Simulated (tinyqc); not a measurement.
Inside a calculation. Method: Pariser-Parr-Pople SCF with singles CI, for the molecule c1ccoc1 (SMILES; centres numbered as the heavy atoms are written). Computed by tinyqc, a small Python program that keeps every step. Settings: charge = 0, gamma = Ohno, start = huckel, damping = 0.5, iteration cap = 76, excitations kept = 9. Command: `OMP_NUM_THREADS=1 python tinyqc.py 26009 26010 out.jsonl` (the two numbers bound the seeds that draw the settings). One thread of a shared host (Intel(R) Xeon(R) Processor @ 2.60GHz), about 0.02 s of CPU time with the checks. Later iterations appear only in the table of the cycle.

## PPP integrals

Centres (angstrom, eV; a flat drawing with bonds scaled to 1.40 angstrom):
```
centre        x        y  core charge z        W  gamma_rr
1C       1.1910   0.0000              1  12.2700   11.8000
2C       0.3680   1.1330              1  12.2700   11.8000
3C      -0.9630   0.7000              1  12.2700   11.8000
4O      -0.9630  -0.7000              2  37.0700   23.5800
5C       0.3680  -1.1330              1  12.2700   11.8000
```

Resonance integrals (eV):
```
i  j     beta
1  2  -2.3900
2  3  -2.3900
3  4  -2.3300
4  5  -2.3300
5  1  -2.3900
```

Ohno: gamma = 14.399645/sqrt(R^2 + a^2), a = 2 x 14.399645/(gamma_rr + gamma_ss); H_rr = -W_r - sum_(s != r) z_s gamma_rs; H_rs = beta for bonds.

repulsion gamma_rs (eV), order 1C, 2C, 3C, 4O, 5C:
$$\begin{pmatrix}
11.8000 & 7.7523 & 5.5971 & 5.9831 & 7.7523 \\
7.7523 & 11.8000 & 7.7545 & 5.9822 & 5.5949 \\
5.5971 & 7.7545 & 11.8000 & 8.8917 & 5.5963 \\
5.9831 & 5.9822 & 8.8917 & 23.5800 & 8.8933 \\
7.7523 & 5.5949 & 5.5963 & 8.8933 & 11.8000
\end{pmatrix}$$

core matrix H (eV), order 1C, 2C, 3C, 4O, 5C:
$$\begin{pmatrix}
-45.3379 & -2.3900 & 0.0000 & 0.0000 & -2.3900 \\
-2.3900 & -45.3362 & -2.3900 & 0.0000 & 0.0000 \\
0.0000 & -2.3900 & -49.0014 & -2.3300 & 0.0000 \\
0.0000 & 0.0000 & -2.3300 & -66.8204 & -2.3300 \\
-2.3900 & 0.0000 & 0.0000 & -2.3300 & -49.0002
\end{pmatrix}$$

## Starting guess

pi electrons, sum of z_r less the charge = 6

Orbitals of the Hueckel matrix of the beta values.

P at the start, order 1C, 2C, 3C, 4O, 5C:
$$\begin{pmatrix}
1.1979 & 0.6451 & -0.2443 & -0.2496 & 0.6502 \\
0.6451 & 1.1979 & 0.6502 & -0.2496 & -0.2443 \\
-0.2443 & 0.6502 & 1.1989 & 0.6453 & -0.2484 \\
-0.2496 & -0.2496 & 0.6453 & 1.2065 & 0.6453 \\
0.6502 & -0.2443 & -0.2484 & 0.6453 & 1.1989
\end{pmatrix}$$

## Iteration 1: Fock matrix

F_rr = H_rr + P_rr gamma_rr / 2 + sum_(s != r) P_ss gamma_rs; F_rs = H_rs - P_rs gamma_rs / 2; E = tr P (H + F) / 2 + core repulsion sum_(r<s) z_r z_s gamma_rs.

F (eV), order 1C, 2C, 3C, 4O, 5C:
$$\begin{pmatrix}
-5.7613 & -4.8906 & 0.6836 & 0.7466 & -4.9101 \\
-4.8906 & -5.7605 & -4.9109 & 0.7465 & 0.6833 \\
0.6836 & -4.9109 & -8.4973 & -5.1989 & 0.6949 \\
0.7466 & 0.7465 & -5.1989 & -16.9409 & -5.1994 \\
-4.9101 & 0.6833 & 0.6949 & -5.1994 & -8.4994
\end{pmatrix}$$

pi energy = -105.9096 eV

## Iteration 1: orbitals and new P

Diagonalise F (the basis is taken as orthonormal) and form P = 2 sum c c over the lowest orbitals; 0.5 of the old P is kept.

orbital energies (eV): [-21.1634, -12.5134, -12.0039, -1.7190, 1.9403]

P after iteration 1, order 1C, 2C, 3C, 4O, 5C:
$$\begin{pmatrix}
1.1079 & 0.6299 & -0.1509 & -0.2512 & 0.6974 \\
0.6299 & 1.1079 & 0.6974 & -0.2511 & -0.1510 \\
-0.1509 & 0.6974 & 1.1774 & 0.5589 & -0.3446 \\
-0.2512 & -0.2511 & 0.5589 & 1.4294 & 0.5589 \\
0.6974 & -0.1510 & -0.3446 & 0.5589 & 1.1774
\end{pmatrix}$$

## Iteration 2: Fock matrix

As before.

F (eV), order 1C, 2C, 3C, 4O, 5C:
$$\begin{pmatrix}
-5.9426 & -4.8317 & 0.4224 & 0.7513 & -5.0934 \\
-4.8317 & -5.9423 & -5.0942 & 0.7511 & 0.4223 \\
0.4224 & -5.0942 & -7.9635 & -4.8150 & 0.9644 \\
0.7513 & 0.7511 & -4.8150 & -15.7711 & -4.8154 \\
-5.0934 & 0.4223 & 0.9644 & -4.8154 & -7.9648
\end{pmatrix}$$

pi energy = -107.1763 eV

## Iteration 2: orbitals and new P

As before.

orbital energies (eV): [-19.7078, -12.7633, -11.7803, -1.0739, 1.7410]

P after iteration 2, order 1C, 2C, 3C, 4O, 5C:
$$\begin{pmatrix}
1.0659 & 0.6160 & -0.1052 & -0.2493 & 0.7269 \\
0.6160 & 1.0659 & 0.7269 & -0.2492 & -0.1053 \\
-0.1052 & 0.7269 & 1.1585 & 0.5100 & -0.3915 \\
-0.2493 & -0.2492 & 0.5100 & 1.5510 & 0.5100 \\
0.7269 & -0.1053 & -0.3915 & 0.5100 & 1.1586
\end{pmatrix}$$

## Convergence

Stop when output and input P, before any damping, agree to 1e-7.

Course of the cycle:
```
iteration       E (eV)  largest |P(out) - P(in)|
1          -105.909623                  4.46e-01
2          -107.176267                  2.43e-01
3          -107.838517                  1.36e-01
4          -108.184672                  7.76e-02
5          -108.365783                  4.56e-02
6          -108.460716                  2.77e-02
7          -108.510608                  1.73e-02
8          -108.536917                  1.12e-02
9          -108.550849                  7.45e-03
10         -108.558263                  5.61e-03
11         -108.562233                  4.43e-03
...                ...                       ...
44         -108.566965                  1.22e-06
45         -108.566965                  9.49e-07
46         -108.566965                  7.38e-07
47         -108.566965                  5.75e-07
48         -108.566965                  4.47e-07
49         -108.566965                  3.48e-07
50         -108.566965                  2.71e-07
51         -108.566965                  2.11e-07
52         -108.566965                  1.64e-07
53         -108.566965                  1.28e-07
54         -108.566965                  9.93e-08
```

Converged in 54 iterations.

## Converged orbitals

Charges are z - P_rr.

orbital energies (eV): [-18.0516, -12.8797, -11.5487, -0.3217, 1.5930]

coefficients, order 1C, 2C, 3C, 4O, 5C:
$$\begin{pmatrix}
0.1858 & 0.6034 & 0.3506 & -0.3184 & -0.6141 \\
0.1858 & 0.6036 & -0.3503 & -0.3181 & 0.6142 \\
0.3675 & 0.1896 & -0.6141 & 0.5736 & -0.3506 \\
0.8129 & -0.4471 & -0.0001 & -0.3732 & 0.0001 \\
0.3675 & 0.1892 & 0.6142 & 0.5737 & 0.3503
\end{pmatrix}$$

pi charges: 1C -0.0431, 2C -0.0431, 3C -0.0962, 4O 0.2786, 5C -0.0962

## Singles CI, singlets

Over the 6 single excitations with the smallest orbital gaps: A = (e_a - e_i) delta + 2 (ia|jb) - (ij|ab), with (pq|rs) = sum c_mp c_mq gamma_mn c_nr c_ns. f = 2/3 w |mu|^2 in atomic units, mu = sqrt2 sum c_ia sum_m c_mi c_ma R_m.

singlet CI matrix (eV), order 3>4, 2>4, 3>5, 2>5, 1>4, 1>5:
$$\begin{pmatrix}
5.7872 & 0.0008 & 0.0007 & -0.8475 & -0.0002 & -0.0516 \\
0.0008 & 7.1906 & 0.9159 & 0.0000 & -0.1858 & 0.0004 \\
0.0007 & 0.9159 & 7.4166 & 0.0001 & -0.6227 & 0.0007 \\
-0.8475 & 0.0000 & 0.0001 & 7.9625 & 0.0006 & -0.1661 \\
-0.0002 & -0.1858 & -0.6227 & 0.0006 & 10.8317 & -0.0001 \\
-0.0516 & 0.0004 & 0.0007 & -0.1661 & -0.0001 & 13.0279
\end{pmatrix}$$

singlet excitation energies (eV): [5.4946, 6.3633, 8.1011, 8.2496, 10.9744, 13.0334]

oscillator strengths: [0.2295, 0.0100, 0.9631, 0.4425, 0.1335, 0.0458]

## Singles CI, triplets

Over the 6 single excitations with the smallest orbital gaps: A = (e_a - e_i) delta - (ij|ab), with (pq|rs) = sum c_mp c_mq gamma_mn c_nr c_ns.

triplet CI matrix (eV), order 3>4, 2>4, 3>5, 2>5, 1>4, 1>5:
$$\begin{pmatrix}
3.1841 & -0.0004 & -0.0003 & -0.9063 & -0.0001 & -0.9129 \\
-0.0004 & 4.6439 & -0.9063 & 0.0006 & 0.9878 & 0.0002 \\
-0.0003 & -0.9063 & 5.5173 & 0.0004 & -0.9129 & 0.0007 \\
-0.9063 & 0.0006 & 0.0004 & 6.0536 & 0.0002 & -0.5855 \\
-0.0001 & 0.9878 & -0.9129 & 0.0002 & 8.1472 & 0.0002 \\
-0.9129 & 0.0002 & 0.0007 & -0.5855 & 0.0002 & 12.6591
\end{pmatrix}$$

triplet excitation energies (eV): [2.8117, 4.0372, 5.4756, 6.3016, 8.7956, 12.7834]
